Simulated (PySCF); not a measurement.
# Reproducing measurements on CCl3F

**The experiment to reproduce.**

From NIST CCCBDB Release 22 (SRD 101), experimental dipoles, for the gas: dipole moment (microwave Stark effect, vibrational ground state) 0.46 ± 0.02 D.

How close the calculation comes is told at the end.

Compound: CCl3F.
Numbering: `[F:1][C:2]([Cl:3])([Cl:4])[Cl:5]`

Geometry (GFN2-xTB, Å), atoms numbered from 1 in this order:
```xyz
5
CCl3F angstrom
F      0.0603   -0.1410    1.3961
C      0.0046   -0.0063    0.0667
Cl    -0.4579    1.6606   -0.3126
Cl     1.6028   -0.3706   -0.6039
Cl    -1.2011   -1.1397   -0.5634
```

The PySCF runs (gas phase, on this GFN2-xTB geometry; no spin–orbit coupling):

| level | job | basis functions |
| --- | --- | --- |
| PBE0/pcSseg-1 | shieldings, charges and field gradients, density and orbital grids written | 106 |

## Comparison

**Dipole moment.** Measured: 0.46 D (NIST CCCBDB Release 22 (SRD 101), experimental dipoles).

```csv
level,computed (D),computed − measured (D),% (from the printed values)
PBE0/pcSseg-1,0.41,-0.05,-11
```

The computed dipoles belong to one fixed geometry; measured ones are averaged over vibrations unless marked μe. Magnitudes are compared, not signs.

The geometry is computed, not the measured one. Where a level misses, the cause wasn't examined.
